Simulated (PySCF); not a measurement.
NMR parameters of BH2F

BH2F, BFH2, point group C2v.

Geometry:
```
atom   x (Å)   y (Å)   z (Å)
  B1   0.024   0.039   0.000
  H2   1.231  -0.042   0.016
  H3  -0.587   1.082  -0.020
  F4  -0.668  -1.080   0.005
```

GIAO calculations in PySCF 2.14.0 with density-fitted response routines on the PBE0-D3(BJ)/def2-SVP structure: isolated species, non-relativistic, equivalent atoms averaged; basis pcSseg-1.

Question: Give the isotropic shieldings (ppm) with PBE0, wB97X-D.

Answer: 
```csv
atoms,environment,PBE0,wB97X-D
F4,fluorine bonded to B,150.9,168.8
B1,"boron bonded to F, 2 H",45.1,48.8
H2/H3,hydrogen on a boron bonded to F,25.79,26.07
HOMO–LUMO gap (eV),–,8.19,12.17
```

Question: And the chemical shifts, against references computed in the same way?

Answer: 
```tsv
atoms	nucleus, reference	PBE0	wB97X-D
F4	¹⁹F, CFCl3	26.3	18.4
B1	¹¹B, BF3·OEt2	55.6	52.8
H2/H3	¹H, TMS	5.48	5.31
```

Question: Which part of the shielding of F4 depends on the functional?

Answer: Diamagnetic: PBE0 468, wB97X-D 468 ppm; paramagnetic: PBE0 -317, wB97X-D -300 ppm. The diamagnetic part, set mainly by inner electrons, hardly moves; the paramagnetic part goes with low-lying magnetically allowed excitations and carries the spread.

Question: What couplings does B3LYP/pcJ-1 give?

Answer: ¹J(B1,F4) = -202.4, ¹J(B1,H2) = 165.9, ²J(H2,F4) = 52.5, ²J(H2,H3) = 31.2 Hz (averaged over equivalent pairs; isotopes ¹¹B, ¹⁹F, ¹H).

Unscaled 19F shifts against computed CFCl3 carry errors that often reach 10 to 50 ppm.
